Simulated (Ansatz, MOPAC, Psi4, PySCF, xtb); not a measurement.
Two geometries of N-methylmethanimine, C2H5N, SMILES C=NC, relaxed at B3LYP-D3(BJ)/def2-SVP with one dihedral held; other torsions can differ between them too.

Structure A

```
8

C      1.0094    -0.1259     0.0910
N     -0.1620     0.7048     0.2818
C     -0.4646     1.5348    -0.6223
H      1.8029     0.3520    -0.5177
H      1.4437    -0.3863     1.0692
H      0.7124    -1.0750    -0.3872
H      0.1415     1.6984    -1.5392
H     -1.3688     2.1526    -0.5146
```

Structure B

```
8

C     -1.0161    -0.1763     0.0900
N      0.1474     0.6891     0.2115
C     -0.0207     1.8536     0.6733
H     -1.7802     0.2615    -0.5776
H     -1.4932    -0.3548     1.0705
H     -0.7229    -1.1514    -0.3256
H     -1.0035     2.2616     0.9939
H      0.8434     2.5276     0.7748
```

**Question.** Which is lower in energy at the level CCSD(T) on RHF/cc-pVTZ, frozen core // B3LYP-D3(BJ)/def2-SVP in Ansatz (an electronic-structure program), and by how much?

**Answer.** A is lower, by 4.81 kJ/mol (dihedral H4–C1–N2–C3: 30° in A, 60° in B).

E(B) − E(A) in kJ/mol at the other levels, on the same two geometries: B3LYP/def2-TZVP // B3LYP-D3(BJ)/def2-SVP (Psi4) 5.03; B3LYP-D3(BJ)/def2-TZVP // B3LYP-D3(BJ)/def2-SVP (Psi4) 5.00; PBE/def2-TZVP // B3LYP-D3(BJ)/def2-SVP (Psi4) 5.27; PBE-D3(BJ)/def2-TZVP // B3LYP-D3(BJ)/def2-SVP (Psi4) 5.25; wB97M-V/def2-TZVP // B3LYP-D3(BJ)/def2-SVP (Psi4) 4.62; RHF/cc-pVTZ // B3LYP-D3(BJ)/def2-SVP (Ansatz) 5.03; MP2 on RHF/cc-pVTZ, frozen core // B3LYP-D3(BJ)/def2-SVP (Ansatz) 5.06; CCSD on RHF/cc-pVTZ, frozen core // B3LYP-D3(BJ)/def2-SVP (Ansatz) 4.78; PM7, restricted, heats of formation // B3LYP-D3(BJ)/def2-SVP (MOPAC) 1.35; PM3, restricted, heats of formation // B3LYP-D3(BJ)/def2-SVP (MOPAC) 1.37; GFN1-xTB // B3LYP-D3(BJ)/def2-SVP (xtb) 2.47; restricted B3LYP/6-31G*, spherical d // B3LYP-D3(BJ)/def2-SVP (PySCF) 5.63; restricted Hartree-Fock/STO-3G // B3LYP-D3(BJ)/def2-SVP (PySCF) 2.73; restricted BP86/6-31G*, spherical d // B3LYP-D3(BJ)/def2-SVP (PySCF) 5.86; restricted Hartree-Fock/6-31G*, spherical d // B3LYP-D3(BJ)/def2-SVP (PySCF) 5.15.
